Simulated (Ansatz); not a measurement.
# SiCl2: geometry and frequencies at several levels, part 2 of 2

The task, for SiCl2: geometry and frequencies at several levels.

Ansatz 0.2.0, Gaussian bases.

## 10. Frequencies, PBE-D4/def2-SVP

Input file input.yaml:

```yaml
crystal:
  periodic: [false, false, false]
  atoms:
    - { symbol: Cl, position_ang: [-1.63734344, -0.38027931, -0.00341593] }
    - { symbol: Si, position_ang: [-0.00054899, 0.95217848, -0.00394596] }
    - { symbol: Cl, position_ang: [1.63823243, -0.37779917, 0.00656188] }
basis:
  gaussian: { orbitals: def2-SVP }
hamiltonian:
  xc: pbe
  dispersion: d4
phonons: {}
```

Command:

```bash
$ ansatz run input.yaml --threads 2 --pin off --max-ram 5120MiB --backend cpu --events-out ev --progress --plain --runs-dir out
```

The log of the run, shortened:

```text
Warning: RAYON_NUM_THREADS=2 ignored (pool sized by the plan → 2); use --threads N
[...]
Functional definition: PBE
[...]
586 factors; their error is unknown
[...]
mean field -32899.97258392 eV, -1209.0516920568 hartree, gradient 6.5e-6 eV, S^2 0.000000; 0 other end points of the search recorded, 0 dependent functions left out
[...]
reference -32899.97260771 eV, -1209.0516929309 hartree; 24, 24 occupied and 30, 30 virtual orbitals, 586 factors
[...]
586 factors; their error is unknown
[...]
mean field -32899.97256149 eV, -1209.0516912324 hartree, gradient 2.5e-6 eV, S^2 0.000000; 0 other end points of the search recorded, 0 dependent functions left out
[...]
reference -32899.97258528 eV, -1209.0516921067 hartree; 24, 24 occupied and 30, 30 virtual orbitals, 586 factors
[...]
586 factors; their error is unknown
[...]
586 factors; their error is unknown
mean field -32899.97254886 eV, -1209.0516907681 hartree, gradient 5.0e-7 eV, S^2 0.000000; 0 other end points of the search recorded, 0 dependent functions left out
[...]
reference -32899.97257265 eV, -1209.0516916424 hartree; 24, 24 occupied and 30, 30 virtual orbitals, 586 factors
[...]
586 factors; their error is unknown
mean field -32899.97255407 eV, -1209.0516909597 hartree, gradient 7.5e-7 eV, S^2 0.000000; 0 other end points of the search recorded, 0 dependent functions left out
[...]
reference -32899.97257785 eV, -1209.0516918336 hartree; 24, 24 occupied and 30, 30 virtual orbitals, 586 factors
Total energy: -32900.06926210 eV, -1209.0552449143 hartree
Atom 0 at    -1.637343    -0.380279    -0.003416 Å, force    -0.000241    -0.000148    -0.000000 eV/Å
Atom 1 at    -0.000549     0.952178    -0.003946 Å, force    -0.000000     0.000296    -0.000001 eV/Å
Atom 2 at     1.638232    -0.377799     0.006562 Å, force     0.000241    -0.000148     0.000001 eV/Å
Dipole moment:    -0.000129     0.172594    -0.000716 e Å
Vibrations: 184.03 504.34 507.95 cm⁻¹, zero-point energy 0.074163 eV
```

It took 2.3 s on 2 threads of Intel Xeon at 2.60GHz (Ice Lake), shared host; peak memory 0.12 GiB.

Harmonic frequencies (cm⁻¹; negative: imaginary): 184, 504, 508.

## 11. Relaxation, PBE0-D4/def2-TZVPP

This run stands in another session on the same molecule. It ended at:

```xyz
3

Cl   -1.6063   -0.3754   -0.0033
Si   -0.0005    0.9425   -0.0039
Cl    1.6072   -0.3730    0.0064
```

## 12. Relaxation, MP2/def2-TZVPP

Input file input.yaml:

```yaml
crystal:
  periodic: [false, false, false]
  atoms:
    - { symbol: Cl, position_ang: [-1.60633382, -0.37543167, -0.00334146] }
    - { symbol: Si, position_ang: [-0.00054109, 0.9425293, -0.00390595] }
    - { symbol: Cl, position_ang: [1.60721491, -0.37299763, 0.00644741] }
basis:
  gaussian: { orbitals: def2-TZVPP }
correlation:
  method: mp2
relax:
  f_tol: 0.002
  max_steps: 40
```

Command:

```bash
$ ansatz run input.yaml --threads 2 --pin off --max-ram 5120MiB --backend cpu --events-out ev --progress --plain --runs-dir out
```

The log of the run, shortened:

```text
Warning: RAYON_NUM_THREADS=2 ignored (pool sized by the plan → 2); use --threads N
[...]
[... 1 set-up line as earlier in the session ...]
[...]
858 factors; integrals over basis functions are off by at most 1.6e-4 eV
[...]
mean field -32872.31395600 eV, -1208.0352562282 hartree, gradient 1.0e-6 eV, S^2 0.000000; 0 other end points of the search recorded, 0 dependent functions left out; unrestricted orbitals would lower it
15 core orbitals not correlated: weight in the atoms' cores, before any rotation towards them, 1.000 or more for the frozen orbitals, at most 0.000 for the correlated occupied ones
reference -32872.31395600 eV, -1208.0352562282 hartree; 9, 9 occupied and 102, 102 virtual orbitals, 858 factors
second order -12.86263936 eV of doubles, -0.00000000 eV of singles
[...]
858 factors; integrals over basis functions are off by at most 1.6e-4 eV
[...]
mean field -32872.31386019 eV, -1208.0352527072 hartree, gradient 3.7e-6 eV, S^2 0.000000; 1 other end points of the search recorded, 0 dependent functions left out; unrestricted orbitals would lower it
15 core orbitals not correlated: weight in the atoms' cores, before any rotation towards them, 1.000 or more for the frozen orbitals, at most 0.000 for the correlated occupied ones
reference -32872.31386019 eV, -1208.0352527072 hartree; 9, 9 occupied and 102, 102 virtual orbitals, 858 factors
second order -12.86317617 eV of doubles, -0.00000000 eV of singles
[...]
Total energy: -32885.17703636 eV, -1208.5079657126 hartree
Atom 0 at    -1.605005    -0.373409    -0.003346 Å, force     0.000008    -0.000005     0.000000 eV/Å
Atom 1 at    -0.000538     0.938486    -0.003889 Å, force    -0.000000     0.000010    -0.000000 eV/Å
Atom 2 at     1.605883    -0.370977     0.006435 Å, force    -0.000008    -0.000005    -0.000000 eV/Å
Dipole moment:    -0.000135     0.180591    -0.000749 e Å
Checks for a lower state left out: cluster_reference
```

Run time: 11 s. Hardware: 2 threads of Intel Xeon at 2.60GHz (Ice Lake), shared host; peak memory 0.28 GiB.

Step by step:

```
step  E - E(step 1) (eV)  largest force component (eV/Å)
   1              0.0000                          0.1190
   2             -0.0004                          0.0122
   3             -0.0004                          0.0038
   4             -0.0004                          0.0000
```

Step 1 is the start.

Before: Bond lengths: Cl1–Si2 2.077 Å, Si2–Cl3 2.077 Å. Angles: Cl1–Si2–Cl3 101.3°.

After: Bond lengths: Cl1–Si2 2.073 Å, Si2–Cl3 2.073 Å. Angles: Cl1–Si2–Cl3 101.5°.

## 13. Frequencies, MP2/def2-TZVPP

Input file input.yaml:

```yaml
crystal:
  periodic: [false, false, false]
  atoms:
    - { symbol: Cl, position_ang: [-1.60500454, -0.37340925, -0.00334579] }
    - { symbol: Si, position_ang: [-0.00053808, 0.93848648, -0.00388919] }
    - { symbol: Cl, position_ang: [1.60588263, -0.37097723, 0.00643498] }
basis:
  gaussian: { orbitals: def2-TZVPP }
correlation:
  method: mp2
phonons: {}
```

Command:

```bash
$ ansatz run input.yaml --threads 2 --pin off --max-ram 5120MiB --backend cpu --events-out ev --progress --plain --runs-dir out
```

The log of the run, shortened:

```text
Warning: RAYON_NUM_THREADS=2 ignored (pool sized by the plan → 2); use --threads N
[...]
[... 1 set-up line as earlier in the session ...]
[...]
858 factors; integrals over basis functions are off by at most 1.6e-4 eV
[...]
mean field -32872.31386012 eV, -1208.0352527047 hartree, gradient 2.8e-6 eV, S^2 0.000000; 0 other end points of the search recorded, 0 dependent functions left out; unrestricted orbitals would lower it
15 core orbitals not correlated: weight in the atoms' cores, before any rotation towards them, 1.000 or more for the frozen orbitals, at most 0.000 for the correlated occupied ones
reference -32872.31386012 eV, -1208.0352527047 hartree; 9, 9 occupied and 102, 102 virtual orbitals, 858 factors
second order -12.86317618 eV of doubles, -0.00000000 eV of singles
[...]
858 factors; integrals over basis functions are off by at most 1.6e-4 eV
[...]
mean field -32872.31392993 eV, -1208.0352552701 hartree, gradient 3.7e-6 eV, S^2 0.000000; 0 other end points of the search recorded, 0 dependent functions left out; unrestricted orbitals would lower it
15 core orbitals not correlated: weight in the atoms' cores, before any rotation towards them, 1.000 or more for the frozen orbitals, at most 0.000 for the correlated occupied ones
reference -32872.31392993 eV, -1208.0352552701 hartree; 9, 9 occupied and 102, 102 virtual orbitals, 858 factors
second order -12.86307100 eV of doubles, -0.00000000 eV of singles
[...]
Total energy: -32885.17703630 eV, -1208.5079657103 hartree
Atom 0 at    -1.605005    -0.373409    -0.003346 Å, force     0.000008    -0.000005     0.000000 eV/Å
Atom 1 at    -0.000538     0.938486    -0.003889 Å, force    -0.000000     0.000010    -0.000000 eV/Å
Atom 2 at     1.605883    -0.370977     0.006435 Å, force    -0.000008    -0.000005    -0.000000 eV/Å
Dipole moment:    -0.000135     0.180591    -0.000749 e Å
Vibrations: 202.04 528.23 530.94 cm⁻¹, zero-point energy 0.078185 eV
Checks for a lower state left out: cluster_reference
```

Run time: 15 s. Hardware: 2 threads of Intel Xeon at 2.60GHz (Ice Lake), shared host; peak memory 0.28 GiB.

Harmonic frequencies (cm⁻¹; negative: imaginary): 202, 528, 531.

## 14. Geometries side by side

```tsv
level	Cl1–Si2 (Å)	Si2–Cl3 (Å)	rotational constants (MHz)	dipole (D)	highest frequency (cm⁻¹)	CPU time
HF/STO-3G	2.1092	2.1092	13250, 2845.2, 2342.2	3.53	616	1.5 s
HF/6-31G*	2.0830	2.0830	14529, 2781.1, 2334.3	1.59	538	4.9 s
LDA/def2-SVP	2.0873	2.0873	14424, 2775.6, 2327.7	0.67	530	2.7 s
PBE-D4/def2-SVP	2.1106	2.1106	14271, 2693.9, 2266.1	0.83	508	3 s
PBE0-D4/def2-TZVPP	2.0774	2.0774	14586, 2798.9, 2348.3	0.87	-	12 s
MP2/def2-TZVPP	2.0725	2.0725	14722, 2803.6, 2355.1	0.87	531	21 s
```

Constants are for the commonest isotopes at the equilibrium geometry; times are CPU times of the relaxations.

## 15. Outcome

This closing draws on all 2 parts.

| quantity | value |
| --- | --- |
| Cl1–Si2 at MP2/def2-TZVPP | 2.073 Å |
| Si2–Cl3 at MP2/def2-TZVPP | 2.073 Å |
| frequencies at MP2/def2-TZVPP | 202 to 531 cm⁻¹ |

In words: The Cl–Si distance spreads over 0.038 Å, from MP2/def2-TZVPP (shortest) to PBE-D4/def2-SVP. No mode is imaginary, so the geometry is a minimum.
